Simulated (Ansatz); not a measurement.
# C₂HF (triplet): geometry optimisation

Aim: relax a generated start of C₂HF (triplet) and see which bonds hold.

The runs use Ansatz 0.2.0, Gaussian basis; UKS PBE0/def2-TZVP.

### Step 1. Starting geometry

4 atoms, charge 0, spin multiplicity 3.

Atoms are counted from 1 here; the program's logs count them from 0.

Bond lengths: C1–C2 1.280 Å, C2–F3 1.366 Å, C2–H4 1.095 Å. Angles: C1–C2–F3 123.5°, C1–C2–H4 127.1°, F3–C2–H4 109.4°.

The start was built by rule and, where that kept it together, relaxed with GFN2-xTB. Sticks and bond lists go by distance. 

### Step 2. The run

Input file in.yaml:

```yaml
crystal:
  periodic: [false, false, false]
  atoms:
    - {symbol: C, position_ang: [-1.340725, -0.203280, -0.001451]}
    - {symbol: C, position_ang: [-0.220765, 0.416884, 0.001914]}
    - {symbol: F, position_ang: [0.990672, -0.214670, -0.000672]}
    - {symbol: H, position_ang: [-0.066065, 1.500920, 0.007151]}
basis:
  gaussian: {orbitals: def2-TZVP}
magnetization: {spin_polarized: true, initial_magnetization: 2}
hamiltonian: {xc: pbe0}
relax: {f_tol: 0.004, max_steps: 80}
```

Run with:

```bash
> ansatz run in.yaml --threads 1 --pin off --events-out ev --progress --plain --max-ram 2176MiB
```

Q: Predict the outcome of this session. Wanted: energy gained; shift from the start; total energy; dipole moment; ⟨S²⟩.

**Answer**, as computed:

```
                  quantity          value
                     steps              6
             energy gained       0.031 eV
shift from the start (rms)        0.016 Å
              total energy  -4797.5748 eV
             dipole moment         1.23 D
                      ⟨S²⟩          2.050
```

What this shows: The bonds of the start are those of the end. C1–C2 went from 1.280 to 1.305 Å. No vibrations were run, so this is a stationary point, not a proven minimum, and this spin need not be the ground state's.
